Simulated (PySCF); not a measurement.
The isolated species `N=C=S` (isothiocyanic acid) is ionised with synchrotron light (hν = 1050.0 eV). Calculated photoelectron kinetic energies of its computed core levels, recoil neglected:

```csv
line,kinetic energy (eV)
1,756.17
2,644.21
```

The calculation used delta-SCF UKS SCAN, pcX-2 on the ionised atom, pcseg-1 elsewhere, spin-free X2C in PySCF.

**Question.** Which element, shell and site does each line come from? Numbering: `[NH:1]=[C:2]=[S:3]`.

**Answer.** Against the vacuum level, binding energy = hν − kinetic energy.

```json
{"line": "1", "binding energy (eV)": "293.83", "level": "C 1s", "atoms": "C2", "environment": "isothiocyanate carbon"}
{"line": "2", "binding energy (eV)": "405.79", "level": "N 1s", "atoms": "N1", "environment": "isothiocyanate nitrogen"}
```

Out of reach at this photon energy: S 1s (2477.7 eV).

**Question.** Where does line 1 move with hν = 1253.6 eV?

**Answer.** To 1253.6 − 293.83 = 959.77 eV; every photoline shifts by the change in photon energy, +203.6 eV.

**Question.** Which effective nuclear charge Zeff reproduces each element's mean 1s value in the hydrogen-like formula E = 13.606 eV × Zeff²?

**Answer.** C (Z = 6): mean 293.8 eV, Zeff = 4.65, Z − Zeff = 1.35; N (Z = 7): mean 405.8 eV, Zeff = 5.46, Z − Zeff = 1.54. Means run over the listed sites, weighted by atom count.

Other core shells, valence and Auger electrons aren't listed. Not every level is listed. Isolated species at its GFN2-xTB geometry, gas phase.
